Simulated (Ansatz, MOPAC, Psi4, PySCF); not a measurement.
Reaction (SMILES): CC(C)OC + 4 [H][H] (H2) → 4 C (CH4) + O (H2O)

Wanted: energy of full hydrogenation (enthalpy at 298 K), in kcal/mol. Conventions: no dispersion term unless named; frozen cores in correlated levels; 6-311+G** with 5d; PM7 with its own dispersion and hydrogen-bond terms; non-relativistic; LANL2DZ all-electron up to Ne; spin-orbit terms left out; six Cartesian d functions in 6-31G* and its kin unless marked 5d. CBS marks a two-point X^-3 extrapolation of the correlation energy; Hartree-Fock from the larger set. Ab initio and DFT rows: single points at B3LYP-D3(BJ) geometries (Ansatz, a first-principles code), with unscaled harmonic terms from B3LYP/6-31G* at its own minima. Semi-empirical rows: MOPAC heats of formation at their own minima for 298 K.

Measured values: Active Thermochemical Tables 1.112 (ions: stationary electron), as tabulated in the package chemicals; CRC Handbook, as tabulated in the package chemicals; they hold spin-orbit and core effects, anharmonicity and other conformers. 

Value to compare with, the measured value: -68.8 kcal/mol.

```
level                                program  energy of full hydrogenation (enthalpy at 298 K) (kcal/mol)  error
----------------------------  --------------  -----------------------------------------------------------  -----
PM6                                    MOPAC                                                         60.4  129.2
PM7                                    MOPAC                                                         72.8  141.6
MNDO                                   MOPAC                                                        -53.4   15.4
HF/STO-3G                             Ansatz                                                        -53.9   14.9
HF/LANL2DZ                            Ansatz                                                        -91.5  -22.7
SVWN5/6-31G*                          Ansatz                                                        -48.4   20.4
PBE/def2-SVP                          Ansatz                                                        -59.8    9.0
BP86/def2-SVP                          PySCF                                                        -60.8    8.0
B3LYP/6-31G*                          Ansatz                                                        -60.9    7.9
wB97X-D/6-31G*                          Psi4                                                        -60.6    8.2
wB97X-D/6-311+G**                       Psi4                                                        -70.7   -1.9
MP2/LANL2DZ                           Ansatz                                                        -69.0   -0.2
MP2/6-31G*                            Ansatz                                                        -52.3   16.5
MP2/6-311+G**                         Ansatz                                                        -66.2    2.6
PBE/def2-TZVPD                        Ansatz                                                        -68.7    0.1
wB97M-V/def2-TZVPD                    Ansatz                                                        -67.1    1.7
B2PLYP-D3(BJ)/def2-TZVPD      Ansatz + dftd3                                                        -67.3    1.5
CCSD(T)/CBS(cc-pVTZ,cc-pVQZ)          Ansatz                                                        -68.2    0.6
```

Among the 14 habitual levels, PM7 lies farthest from the measured value (141.6 kcal/mol) and MP2/LANL2DZ nearest (-0.2); 11 of 14 lie above it, and their mean absolute error is 28.5 kcal/mol, the median 11.9. One case shows no general order.

The levels are drawn from those run, B3LYP/6-31G* more often than the rest, none by its result; runs whose electronic state is in doubt are left out.
